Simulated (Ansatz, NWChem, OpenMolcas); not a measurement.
**CH4Si (SMILES C[SiH]): the energy, rung by rung**

CH4Si: 6 atoms, total charge 0, spin state singlet. SMILES: `C[SiH]`. Geometry: relaxed at PBE0-D4/def2-TZVP.

```xyz
6

C    -0.0935   -0.3660   -0.3703
Si    0.9173    0.2098    1.1223
H    -1.1569   -0.4101   -0.1022
H     0.2150   -1.3356   -0.7630
H    -0.0240    0.3820   -1.1708
H     0.1422    1.5200    1.2840
```

Each level gives the energy change with the C1–H3 bond stretched from 1.098 to 2.415 Å (eV). The values are calculated.

```tsv
level	kind	program	value (eV)	CPU time (all runs)
HF/def2-TZVP (restricted)	Hartree–Fock	NWChem	5.28	46 s
SVWN5/def2-TZVP (restricted)	LDA	OpenMolcas	4.21	61 s
revPBE/def2-TZVP (restricted)	GGA	Ansatz	4.08	8.8 s
M06-L/def2-TZVP (restricted)	meta-GGA	OpenMolcas	4.45	1.9 min
CAM-B3LYP/def2-TZVP (restricted)	range-separated hybrid	Ansatz	4.75	10 s
PBE-QIDH/def2-TZVP (restricted)	double hybrid	Ansatz	4.89	11 s
RPA@PBE/def2-TZVP (restricted)	RPA	Ansatz	4.16	14 s
RPA@PBE0/def2-TZVP (restricted)	RPA	Ansatz	4.48	15 s
MP2/def2-TZVP (restricted)	perturbation theory	NWChem	4.82	74 s
BCCD(T)/def2-TZVP (restricted)	coupled cluster or CI	Ansatz	3.99	21 s
```

The first shape isn't each level's own minimum. The values span 3.99 to 5.28 eV. CPU times are rough (shared hosts, several kinds of processor and program).
